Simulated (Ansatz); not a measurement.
# Ta₂O₅: computed properties

These are results of DFT r2SCAN, scalar-relativistic, plane waves, PAW in Ansatz, not measurements.

Plane waves to 500 eV, a k mesh through Γ of 8×8×8 on the computed 7-atom cell and Gaussian smearing (0.02 eV); no spin polarisation.

The structure is relaxed at this level of theory with its symmetry kept. Whether it is the stable form of this composition wasn't checked.

```cif
data_structure
_symmetry_space_group_name_H-M 'I4/mmm'
_symmetry_Int_Tables_number 139
_cell_length_a 5.2471
_cell_length_b 5.2471
_cell_length_c 9.5514
_cell_angle_alpha 90.000
_cell_angle_beta 90.000
_cell_angle_gamma 90.000
_cell_volume 262.97
loop_
_atom_site_label
_atom_site_type_symbol
_atom_site_symmetry_multiplicity
_atom_site_Wyckoff_symbol
_atom_site_fract_x
_atom_site_fract_y
_atom_site_fract_z
_atom_site_occupancy
Ta1 Ta 4 e 0.00000 0.00000 0.19725 1
O1 O 2 a 0.00000 0.00000 0.00000 1
O2 O 8 f 0.75000 0.25000 0.25000 1
```

```json
{
 "Space group": "I4/mmm (No. 139)",
 "Volume per atom": "126.8 bohr³",
 "Formation energy from the elements' standard states (uncorrected)": "-2.913 eV/atom",
 "Generalised Kohn–Sham band gap": "2.15 eV, direct at Γ",
 "Löwdin character of the top 1 eV of the valence band": "O 2p 98 %",
 "Löwdin character of the lowest 1 eV of the conduction band": "Ta 5d 85 %, O 2p 8 %, unprojected 4 %",
 "Electron masses at the edge by Cartesian direction of the standard setting (m_e; degenerate bands sorted by energy; no spin-orbit coupling)": "x: 0.29; y: 0.29; z: 5.4",
 "Hole masses at the edge by Cartesian direction of the standard setting (m_e; degenerate bands sorted by energy; no spin-orbit coupling)": "x: 1.0; y: 1.0; z: over 30",
 "Bulk modulus": "151 GPa",
 "Its pressure derivative": "2.5",
 "Bader charges (e)": "Ta (2 in the cell) 3.03, O (1 in the cell) -1.20, O (4 in the cell) -1.21"
}
```

Spin-orbit coupling is left out, which matters for the bands of heavy elements.

Cost: 8 runs of about 5.9 core-minutes in all, on AMD EPYC 9R45 (Zen 5) (shared hosts).